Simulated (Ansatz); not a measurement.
# BFH5N: short molecular-dynamics run in Python

All numbers are computed with the Python package of Ansatz 0.2.0. Level of theory: Hartree-Fock/def2-SVP.

## Step 1: The structure

Bond lengths: N1–B2 1.534 Å, B2–F3 1.455 Å, N1–H4 1.045 Å, N1–H5 1.045 Å, N1–H6 1.045 Å, B2–H7 1.192 Å, B2–H8 1.192 Å. Angles: N1–B2–F3 109.7°, N1–B2–H7 109.7°, N1–B2–H8 109.7°, F3–B2–H7 109.3°, F3–B2–H8 109.3°, H7–B2–H8 109.1°, B2–N1–H4 109.4°, B2–N1–H5 109.5°, B2–N1–H6 109.5°, H4–N1–H5 109.4°, H4–N1–H6 109.4°, H5–N1–H6 109.5°.

No structure file is read: the coordinates are typed or built in the script.

## Step 2: The code

bfh5n.py reads:

```python
import warnings

import ansatz as az
import numpy as np

GEOMETRY = '''
N     0.78980    0.08540    0.08360
B    -0.72250   -0.13090   -0.05170
F    -1.32960    1.02790   -0.68920
H     1.22030   -0.74930    0.54170
H     1.21000    0.21700   -0.86400
H     0.97060    0.93350    0.66660
H    -1.20560   -0.28410    1.02760
H    -0.93300   -1.09960   -0.71440
'''

warnings.simplefilter('ignore', az.DeckWarning)

molecule = az.Crystal.molecule()
for line in GEOMETRY.strip().splitlines():
    symbol, *xyz = line.split()
    molecule = molecule.atom(symbol, [float(v) for v in xyz])

calc = (
    molecule.calculation()
    .basis(gaussian='def2-SVP')
    .functional('HF')
    .md('nvt_nose_hoover', timestep=0.5, steps=30, temperature=800, initial_velocities='maxwell_boltzmann', seed=70, thermostat_time=10)
)
frames = []
calc.session().plan().execute(on_event=lambda e: frames.append(e['data']) if e['event'] == 'md_step' else None)
print('t (fs)   E_pot (eV)      E_kin (eV)   T (K)   d(0-1) (A)')
for f in frames[::1]:
    xyz = np.array(f['positions_ang'])
    print(f'{f["time_fs"]:6.2f} {f["lagrangian_ev"]:14.5f} {f["e_kin_ev"]:10.5f} {f["temperature_k"]:8.1f} {np.linalg.norm(xyz[0] - xyz[1]):9.4f}')
kept = np.array([f['conserved_ev'] for f in frames])
print(f'conserved energy moves by at most {1000 * np.ptp(kept):.3f} meV')
```

## Step 3: The calls as engine input

The engine receives this input:

```yaml
crystal:
  periodic: [false, false, false]
  atoms:
    - { symbol: "N", position_ang: [0.7898, 0.0854, 0.0836] }
    - { symbol: B, position_ang: [-0.7225, -0.1309, -0.0517] }
    - { symbol: F, position_ang: [-1.3296, 1.0279, -0.6892] }
    - { symbol: H, position_ang: [1.2203, -0.7493, 0.5417] }
    - { symbol: H, position_ang: [1.21, 0.217, -0.864] }
    - { symbol: H, position_ang: [0.9706, 0.9335, 0.6666] }
    - { symbol: H, position_ang: [-1.2056, -0.2841, 1.0276] }
    - { symbol: H, position_ang: [-0.933, -1.0996, -0.7144] }
basis:
  gaussian:
    orbitals: def2-SVP
hamiltonian:
  xc: hf
md:
  timestep: 0.5
  n_steps: 30
  ensemble: nvt_nose_hoover
  temperature: 800.0
  nose_hoover:
    tau: 10.0
  initial_velocities: maxwell_boltzmann
  seed: 70
```

## Step 4: The run

Command:

```sh
> python bfh5n.py
```

**Question.** How long does this script take on 1 thread of Arm Neoverse V2, shared host, and how much memory does it need?

About 17 s, with a peak of 0.18 GiB.
